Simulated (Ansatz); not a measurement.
**What a trial cell of W relaxes into**

Method: Ansatz 0.2.0, DFT r2SCAN, scalar-relativistic, plane waves, PAW. Cutoff 500 eV, Γ-centred k mesh, Gaussian smearing, no spin polarisation in the final step.

The start puts W on the graphite structure type (P6_3/mmc, No. 194), at a guessed volume.

```yaml
crystal:
  lattice:
    - [3.07675, 0.00000, 0.00000]
    - [-1.53837, 2.66454, 0.00000]
    - [0.00000, 0.00000, 8.37976]
  atoms:
    - { symbol: W, position: [0.00000, 0.00000, 0.25000] }
    - { symbol: W, position: [0.00000, 0.00000, 0.75000] }
    - { symbol: W, position: [0.33333, 0.66667, 0.75000] }
    - { symbol: W, position: [0.66667, 0.33333, 0.25000] }
```

Cell and atoms relax at zero pressure; the relaxation can't lower the symmetry of the start. After a coarse first stage the cell is made exact in the group found at 0.06 Å.

Energies count from the standard state of W at the same level.

What does it relax into?

It keeps P6_3/mmc (No. 194), but not the shape of the type it started on. Conventional cell: a = 4.330 Å, c = 4.938 Å. W on Wyckoff site b (2 atoms of the primitive cell) is coordinated by 5 W at 2.47–2.50 Å; W on Wyckoff site d (2 atoms of the primitive cell) is coordinated by 3 W at 2.50 Å.

```xyz
4
Lattice="4.3301 0.0000 0.0000 -2.1651 3.7500 0.0000 0.0000 0.0000 4.9379" Properties=species:S:1:pos:R:3 pbc="T T T"
W     0.0000    0.0000    1.2345
W     0.0000    0.0000    3.7035
W     0.0000    2.5000    3.7035
W     2.1651    1.2500    1.2345
```

What are its volume, energy, density and gap?

The volume per atom is 20.05 Å³. The density is 15.23 g/cm³ and the energy over the standard structure is 1.75 eV/atom. The gap on the 12×12×10 mesh is 0 eV (a metal).

The final run used a 12×12×10 mesh on its 4-atom cell and 0.10 eV smearing. The k mesh leaves about 4 meV/atom of noise in metals. Spin–orbit coupling is left out. Symmetry constrained the relaxation, so the result can be a saddle point. The steps took about 2.3 core-minutes in all.